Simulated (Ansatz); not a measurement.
# Worked example: ideal-gas entropy of C2N2 (bisisocyanide)

A linear singlet with charge 0, relaxed at PBE0-D4/def2-TZVP (Ansatz 0.2.0):

```xyz
4

C    -0.6120    1.6801    0.2654
N    -0.2142    0.5880    0.0929
N     0.2142   -0.5880   -0.0929
C     0.6120   -1.6801   -0.2654
```

Harmonic wavenumbers in cm⁻¹: 211, 211, 389, 389, 1002, 2103, 2329.

Masses in u: C 12.011, N 14.007. Take T = 298.15 K, p = 1 bar, R = 8.3145 J/(mol K), kT/hc = 207.22 cm⁻¹, rigid rotor and harmonic oscillator.

**Question.** Compute the standard molar entropy.

**Answer.** 
1. Translation (Sackur–Tetrode): S = R[3/2 ln M + 5/2 ln T − 1.1517] with M = 52.036 gives 158.1 J/(mol K).
2. Rotation: the moment of inertia is 89.710 u Å², so B = 16.8576/I = 0.1879 cm⁻¹; σ = 2; q = kT/(σhcB) = 551.4; S = R(ln q + 1) = 60.8.
3. Vibration: with u = ν̃/207.22, each mode gives R[u/(eᵘ − 1) − ln(1 − e⁻ᵘ)]; the sum is 25.8, most from 211 cm⁻¹ (8.5), 211 cm⁻¹ (8.5), 389 cm⁻¹ (4.2).
4. Electronic: R ln 1 = 0.0, from the spin multiplicity alone.
5. Sum: 158.1 + 60.8 + 25.8 + 0.0 = 244.7 J/(mol K).

No measured value is set beside it here.
